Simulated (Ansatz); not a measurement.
Bond stretch in SH, doublet.

UKS-PBE = unrestricted PBE/aug-cc-pVDZ run with Ansatz (a quantum-chemistry and plane-wave program); UKS-B3LYP = unrestricted B3LYP/aug-cc-pVDZ in Ansatz; FCI = full CI/aug-cc-pVDZ, frozen core run with Ansatz.

Energies relative to the lowest point of each curve between 1.13 and 1.63 Å, where full CI is lowest, in kJ/mol; the last columns give the error against full CI:

| R / Å | UKS-PBE | UKS-B3LYP | FCI | UKS-PBE − FCI | UKS-B3LYP − FCI |
|---|---|---|---|---|---|
| 0.98 | 378.5 | 368.4 | 374.2 | 4.3 | -5.8 |
| 1.06 | 202.4 | 194.7 | 197.8 | 4.6 | -3.1 |
| 1.13 | 105.5 | 99.7 | 101.3 | 4.2 | -1.5 |
| 1.19 | 52.9 | 48.7 | 49.4 | 3.5 | -0.7 |
| 1.25 | 21.1 | 18.4 | 18.6 | 2.5 | -0.2 |
| 1.28 | 11.3 | 9.3 | 9.4 | 1.9 | -0.1 |
| 1.32 | 3.3 | 2.2 | 2.2 | 1.1 | 0.0 |
| 1.37 | 0.0 | 0.0 | 0.0 | 0.0 | 0.0 |
| 1.42 | 2.6 | 3.7 | 3.7 | -1.1 | -0.1 |
| 1.47 | 9.8 | 11.8 | 11.9 | -2.1 | -0.1 |
| 1.55 | 28.0 | 31.5 | 31.6 | -3.6 | -0.1 |
| 1.63 | 51.8 | 56.8 | 56.5 | -4.6 | 0.3 |
| 1.73 | 86.0 | 92.6 | 91.1 | -5.1 | 1.5 |
| 1.82 | 118.6 | 126.5 | 123.0 | -4.4 | 3.6 |
| 2.00 | 183.3 | 193.7 | 182.9 | 0.4 | 10.8 |
| 2.20 | 247.6 | 256.8 | 237.2 | 10.4 | 19.6 |
| 2.40 | 294.6 | 298.7 | 276.2 | 18.3 | 22.5 |
| 2.66 | 327.9 | 329.0 | 307.2 | 20.7 | 21.8 |
| 2.98 | 346.5 | 346.5 | 324.9 | 21.6 | 21.6 |
| 3.43 | 356.5 | 355.9 | 333.5 | 23.0 | 22.4 |
| 3.97 | 360.0 | 359.2 | 336.1 | 24.0 | 23.1 |
| 4.59 | 361.0 | 360.1 | 336.8 | 24.3 | 23.3 |

UKS-PBE is furthest from FCI at 4.59 (24.3 kJ/mol, above); its mean absolute error over the points is 8.4 kJ/mol.

UKS-B3LYP is furthest from FCI at 4.59 (23.3 kJ/mol, above); its mean absolute error over the points is 8.3 kJ/mol.

The unrestricted determinant behind UKS-PBE is spin-contaminated at 2.40 to 4.59 Å (<S²> up to 1.8, against 0.75 for a pure doublet). The unrestricted determinant behind UKS-B3LYP is spin-contaminated at 2.20 to 4.59 Å (<S²> up to 1.8, against 0.75 for a pure doublet).
